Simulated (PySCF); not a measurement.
# The first ionisation energy along the second row

All values are computed (PySCF 2.14, energy differences of UHF-based or UKS calculations, no spin-orbit coupling). Values in eV. The last column holds reference values (NIST; (s) semi-empirical, (t) theoretical, else measured). Unmarked ones compare directly (S terms, centres of terms, or small fine structure); those marked * lie between the lowest fine-structure levels and include a spin-orbit shift.

```tsv
element	configurations	UHF	CCSD (valence)	CCSD(T) (valence)	PBE	PBE0	r2SCAN	reference
Li (aug-cc-pVTZ with one added diffuse shell each of s, p, d, f type, non-relativistic)	[He] 2s1 → 1s2	5.342	n/a	n/a	5.583	5.567	5.384	5.392
Be (aug-cc-pVTZ with one added diffuse shell each of s, p, d, f type, non-relativistic)	[He] 2s2 → [He] 2s1	8.044	9.285	9.285	8.995	8.970	8.789	9.323
B (aug-cc-pVTZ with one added diffuse shell each of s, p, d, f type, non-relativistic)	[He] 2s2 2p1 → [He] 2s2	8.036	8.176	8.213	8.670	8.644	8.765	8.297
C (aug-cc-pVTZ with one added diffuse shell each of s, p, d, f type, non-relativistic)	[He] 2s2 2p2 → [He] 2s2 2p1	10.798	11.156	11.183	11.540	11.513	11.670	11.262
N (aug-cc-pVTZ with one added diffuse shell each of s, p, d, f type, non-relativistic)	[He] 2s2 2p3 → [He] 2s2 2p2	13.896	14.448	14.473	14.733	14.704	14.810	14.545
O (aug-cc-pVTZ with one added diffuse shell each of s, p, d, f type, non-relativistic)	[He] 2s2 2p4 → [He] 2s2 2p3	12.032	13.371	13.419	14.063	13.852	13.717	13.608
F (aug-cc-pVTZ with one added diffuse shell each of s, p, d, f type, non-relativistic)	[He] 2s2 2p5 → [He] 2s2 2p4	15.671	17.204	17.264	17.666	17.458	17.558	17.427
Ne (aug-cc-pVTZ with one added diffuse shell each of s, p, d, f type, non-relativistic)	[Ne] → [He] 2s2 2p5	19.688	21.390	21.460	21.676	21.469	21.507	21.597
```

```csv
method,elements,mean error (eV),mean absolute error (eV),largest error (eV)
UHF,8,-0.993,0.993,-1.909
CCSD (valence),7,-0.147,0.147,-0.238
CCSD(T) (valence),7,-0.109,0.109,-0.190
PBE,8,0.185,0.266,0.455
PBE0,8,0.091,0.211,-0.352
r2SCAN,8,0.094,0.251,-0.534
```

Errors include the incompleteness of the basis and the frozen core.

"Valence" correlates the outer s and p shells and, in groups 3 to 12 and the f block, the outer d or f shell, open or full, or the next shell where the ion has no valence electron left; the wider scheme adds the next inner shell.
